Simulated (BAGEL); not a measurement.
# Si3H6 (cyclo-(SiH2)3) at RI-MP2/cc-pVDZ (density fitting with qzvpp-jkfit)

What is the energy change on altering one bond length of Si3H6 (cyclo-(SiH2)3) at RI-MP2/cc-pVDZ (density fitting with qzvpp-jkfit)? 

Program for the calculation: BAGEL 1.2.2.

**1. The structure to begin with**

Si3H6: 9 atoms, total charge 0, spin state singlet. The shape is that of a GFN2-xTB optimisation.

Bond lengths: Si1–Si4 2.342 Å, Si1–Si7 2.341 Å, Si4–Si7 2.341 Å, Si1–H2 1.466 Å, Si1–H3 1.466 Å, Si4–H5 1.466 Å, Si4–H6 1.466 Å, Si7–H8 1.466 Å, Si7–H9 1.466 Å. Some angles: Si1–Si4–Si7 60.0°, Si4–Si1–Si7 60.0°, Si1–Si7–Si4 60.0°, Si1–Si4–H5 121.5°, Si1–Si4–H6 121.7°, H5–Si4–Si7 121.6°, H6–Si4–Si7 121.7°, H2–Si1–Si4 121.7°, H2–Si1–Si7 121.4°, H3–Si1–Si4 121.7°.

**2. A single-point energy at RI-MP2/cc-pVDZ (density fitting with qzvpp-jkfit)**

Contents of job.json:

```json
{ "bagel": [

{
  "title": "molecule",
  "basis": "cc-pvdz.json",
  "df_basis": "qzvpp-jkfit",
  "angstrom": true,
  "geometry": [
    { "atom": "Si", "xyz": [   -1.134740,    0.093590,    0.729030 ] },
    { "atom": "H", "xyz": [   -2.144300,   -0.949710,    0.933370 ] },
    { "atom": "H", "xyz": [   -1.610690,    1.252820,    1.488970 ] },
    { "atom": "Si", "xyz": [   -0.009500,    0.334880,   -1.310440 ] },
    { "atom": "H", "xyz": [    0.251600,    1.656030,   -1.889910 ] },
    { "atom": "H", "xyz": [   -0.284950,   -0.545230,   -2.450430 ] },
    { "atom": "Si", "xyz": [    1.143480,   -0.425770,    0.580200 ] },
    { "atom": "H", "xyz": [    2.167140,    0.391340,    1.238270 ] },
    { "atom": "H", "xyz": [    1.621950,   -1.807950,    0.680950 ] }
  ]
},
{
  "title": "hf"
},
{
  "title": "mp2",
  "ncore": 15
}

]}
```

The basis set cc-pVDZ is read from a file made from the Basis Set Exchange's data (not shown).

Run with:

```console
$ BAGEL_NUM_THREADS=1 BAGEL job.json > job.out
```

Log:

```text
* using 1 threads per process

  ===============================================================
  ===============================================================

  *** Geometry ***

  { "atom" : "Si", "xyz" : [     -2.144348,      0.176859,      1.377667 ] },
  { "atom" : "H", "xyz" : [     -4.052140,     -1.794692,      1.763814 ] },
  { "atom" : "H", "xyz" : [     -3.043763,      2.367487,      2.813746 ] },
  { "atom" : "Si", "xyz" : [     -0.017952,      0.632831,     -2.476373 ] },
  { "atom" : "H", "xyz" : [      0.475455,      3.129443,     -3.571412 ] },
  { "atom" : "H", "xyz" : [     -0.538477,     -1.030335,     -4.630642 ] },
  { "atom" : "Si", "xyz" : [      2.160864,     -0.804589,      1.096419 ] },
  { "atom" : "H", "xyz" : [      4.095301,      0.739525,      2.339991 ] },
  { "atom" : "H", "xyz" : [      3.065041,     -3.416530,      1.286809 ] },

  Number of auxiliary basis functions:      492

  Since a DF basis is specified, we compute 2- and 3-index integrals:
    o Being stored without compression. Storage requirement is 0.028 GB

  Number of basis functions:       84
  Number of electrons      :       48

    * METHOD: MOLECULE                             0.53

  *** RHF ***

  === Nuclear Repulsion ===
   191.9339213862

      * DIIS with orbital gradients will be used.

  === RHF iteration (cc-pvdz.json) ===
      0       -870.13971444          0.01001146           0.15
      1       -870.21827889          0.00376018           0.13
      2       -870.22699371          0.00124631           0.13
      3       -870.22818936          0.00010706           0.15
      4       -870.22820198          0.00001482           0.14
      5       -870.22820229          0.00000315           0.16
      6       -870.22820230          0.00000069           0.14
      7       -870.22820230          0.00000024           0.15
      8       -870.22820230          0.00000002           0.14
      9       -870.22820230          0.00000001           0.14
    * SCF iteration converged.

    * Permanent dipole moment:
           (    0.000847,    -0.002439,     0.001123) a.u.

    * METHOD: HF                                   1.75

  *** RHF ***

  === Nuclear Repulsion ===
   191.9339213862

      * DIIS with orbital gradients will be used.

  === RHF iteration (cc-pvdz.json) ===
      0       -870.22820230          0.00000000           0.16
    * SCF iteration converged.

    * Permanent dipole moment:
           (    0.000846,    -0.002438,     0.001123) a.u.

  === DF-MP2 calculation ===

    * freezing 15 orbitals
    * 3-index integral transformation done
    * assembly done

      MP2 correlation energy:   -0.2978008186      0.06

      MP2 total energy:       -870.5260031225

    * METHOD: MP2                                  0.41

  ===============================================================
```

Run time: 3.3 s. Hardware: 1 thread of Intel Xeon at 2.50GHz (Skylake/Cascade Lake), shared host.

**3. The distorted shape**

Contents of mp2.json:

```json
{ "bagel" : [

{
  "title" : "molecule",
  "basis" : "cc-pvdz.json",
  "df_basis" : "qzvpp-jkfit",
  "angstrom" : true,
  "geometry" : [
    { "atom" : "Si", "xyz" : [   -0.997006,    0.533673,    1.299061 ] },
    { "atom" : "H", "xyz" : [   -2.006566,   -0.509627,    1.503401 ] },
    { "atom" : "H", "xyz" : [   -1.472956,    1.692903,    2.059001 ] },
    { "atom" : "Si", "xyz" : [    0.128234,    0.774963,   -0.740409 ] },
    { "atom" : "H", "xyz" : [    0.389334,    2.096113,   -1.319879 ] },
    { "atom" : "H", "xyz" : [   -0.284950,   -0.545230,   -2.450430 ] },
    { "atom" : "Si", "xyz" : [    1.281214,    0.014313,    1.150231 ] },
    { "atom" : "H", "xyz" : [    2.304874,    0.831423,    1.808301 ] },
    { "atom" : "H", "xyz" : [    1.759684,   -1.367867,    1.250981 ] }
  ]
},
{
  "title" : "hf",
  "charge" : 0
},
{
  "title" : "mp2",
  "charge" : 0,
  "ncore" : 15
}

]}
```

The basis set cc-pVDZ is read from a file made from the Basis Set Exchange's data (not shown).

Run with:

```console
$ BAGEL_NUM_THREADS=1 BAGEL mp2.json > mp2.out
```

Log:

```text
* using 1 threads per process

  ===============================================================
  ===============================================================

  *** Geometry ***

  { "atom" : "Si", "xyz" : [     -1.884068,      1.008496,      2.454870 ] },
  { "atom" : "H", "xyz" : [     -3.791860,     -0.963055,      2.841016 ] },
  { "atom" : "H", "xyz" : [     -2.783483,      3.199123,      3.890948 ] },
  { "atom" : "Si", "xyz" : [      0.242327,      1.464468,     -1.399170 ] },
  { "atom" : "H", "xyz" : [      0.735735,      3.961079,     -2.494210 ] },
  { "atom" : "H", "xyz" : [     -0.538477,     -1.030335,     -4.630642 ] },
  { "atom" : "Si", "xyz" : [      2.421144,      0.027048,      2.173622 ] },
  { "atom" : "H", "xyz" : [      4.355581,      1.571162,      3.417194 ] },
  { "atom" : "H", "xyz" : [      3.325321,     -2.584894,      2.364011 ] },

  Number of auxiliary basis functions:      492

  Since a DF basis is specified, we compute 2- and 3-index integrals:
    o Being stored without compression. Storage requirement is 0.028 GB

  Number of basis functions:       84
  Number of electrons      :       48

    * METHOD: MOLECULE                             0.64

  *** RHF ***

  === Nuclear Repulsion ===
   189.4621471888

      * DIIS with orbital gradients will be used.

  === RHF iteration (cc-pvdz.json) ===
      0       -870.05816536          0.01030486           0.17
      1       -870.14066338          0.00410210           0.13
      2       -870.15159342          0.00137825           0.13
      3       -870.15321019          0.00013665           0.12
      4       -870.15323136          0.00003184           0.13
      5       -870.15323266          0.00000911           0.14
      6       -870.15323279          0.00000268           0.16
      7       -870.15323280          0.00000090           0.16
      8       -870.15323280          0.00000017           0.16
      9       -870.15323280          0.00000005           0.14
     10       -870.15323280          0.00000002           0.13
     11       -870.15323280          0.00000000           0.15
    * SCF iteration converged.

    * Permanent dipole moment:
           (   -0.096446,    -0.265671,    -0.568808) a.u.

    * METHOD: HF                                   2.07

  *** RHF ***

  === Nuclear Repulsion ===
   189.4621471888

      * DIIS with orbital gradients will be used.

  === RHF iteration (cc-pvdz.json) ===
      0       -870.15323280          0.00000000           0.14
    * SCF iteration converged.

    * Permanent dipole moment:
           (   -0.096446,    -0.265671,    -0.568808) a.u.

  === DF-MP2 calculation ===

    * freezing 15 orbitals
    * 3-index integral transformation done
    * assembly done

      MP2 correlation energy:   -0.3021787550      0.05

      MP2 total energy:       -870.4554115551

    * METHOD: MP2                                  0.37

  ===============================================================
```

Wall time 3.6 s (1 thread of Intel Xeon at 2.50GHz (Skylake/Cascade Lake), shared host).

**4. Summary of results**

Level: RI-MP2/cc-pVDZ (density fitting with qzvpp-jkfit), 15 core orbitals frozen.

| quantity | value |
| --- | --- |
| first shape: total energy | -870.52600 Eh |
| first shape: correlation energy (15 core orbitals frozen) | -297.8 mEh |
| distorted shape: total energy | -870.45541 Eh |
| distorted shape: correlation energy (15 core orbitals frozen) | -302.2 mEh |
| energy change with the Si4–H6 bond stretched from 1.466 to 2.200 Å | 1.921 eV |

**Reading.** One bond (distorted shape) is far stretched, which a spin-restricted single reference describes badly; perturbation theory on it can break down and give far too much correlation. With the Si4–H6 bond stretched from 1.466 to 2.200 Å the energy rises by 1.92 eV (185 kJ/mol). The first shape isn't relaxed at this level, so the change isn't measured from a minimum. A restricted reference can't describe the breaking bond well at this length.
